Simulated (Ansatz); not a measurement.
HBr, singlet along the distance Br1-H2

Starting geometry (PBE0/def2-TZVP stationary point for this spin):

```xyz
2

Br    0.0000    0.0000    0.0000
H     0.0000    0.0000    1.4206
```

From there H2 moves along the line of the two atoms named below, all else staying in place; atoms are numbered as listed. Energies are in kJ/mol, counted from the starting geometry at the same level. Kohn–Sham curves are unrestricted where that lies lower, except RKS.

Basis cc-pVTZ; Ansatz 0.2.0. Correlated methods freeze the noble-gas cores and the filled d shells of p-block atoms. R marks a restricted (for open shells ROHF) determinant. No spin–orbit coupling is included, and no scalar relativity.

Unrestricted Kohn–Sham rows aren't spin-pure: their determinants' ⟨S²⟩ exceeds S(S+1) by up to 1.00, so they mix in states of higher spin. A value is left out where its run failed or describes another state than the reference as far as symmetry and spin tell, or, spin-broken singlets apart, can't be checked.

Functionals correlate the shells that the reference freezes, so part of their error here is the reference's.

Full CI isn't at hand for all of this; RCCSDT(Q) serves as the reference, and is uncertain by about the last step of the cluster series.

| distance Br1-H2 (Å) | RCCSDT(Q) | PBE | r2SCAN | PBE0 | B3LYP | CAM-B3LYP | wB97M-V | B2PLYP | PBE-QIDH | RKS PBE0 | RPA-PBE |
| --- | --- | --- | --- | --- | --- | --- | --- | --- | --- | --- | --- |
| 1.310 | 18.6 | 21.7 | 18.4 | 18.7 | 19.5 | 18.2 | 17.7 | 18.3 | 16.3 | 18.7 | 19.4 |
| 1.421 | 0.0 | 0.0 | 0.0 | 0.0 | 0.0 | 0.0 | 0.0 | 0.0 | 0.0 | 0.0 | 0.0 |
| 1.581 | 24.5 | 19.9 | 24.5 | 24.9 | 22.9 | 25.4 | 26.1 | 25.1 | 28.8 | 24.9 | 23.1 |
| 1.944 | 151.7 | 142.2 | 155.9 | 159.7 | 151.0 | 161.4 | 163.8 | 158.3 | 172.6 | 159.8 | 147.4 |
| 2.588 | – | 328.0 | 331.5 | 338.4 | 331.0 | 337.3 | 346.1 | 343.1 | 350.9 | 381.8 | 333.8 |
| 3.902 | – | 385.0 | 387.5 | 381.3 | 382.5 | 381.9 | 383.3 | 380.4 | 380.0 | 571.7 | 363.2 |

(1) Judged by the spread of the error over the points with a reference (largest less smallest), which of these follows RCCSDT(Q) best and which worst?

Results:

(1) Subtracting the RCCSDT(Q) column from each: best B3LYP (errors from -1.7 to 1.0, spread 2.6 kJ/mol), worst PBE-QIDH (from -2.2 to 20.9, spread 23.1 kJ/mol). Functionals and wave-function methods converge differently with the basis, so part of this is basis effect.
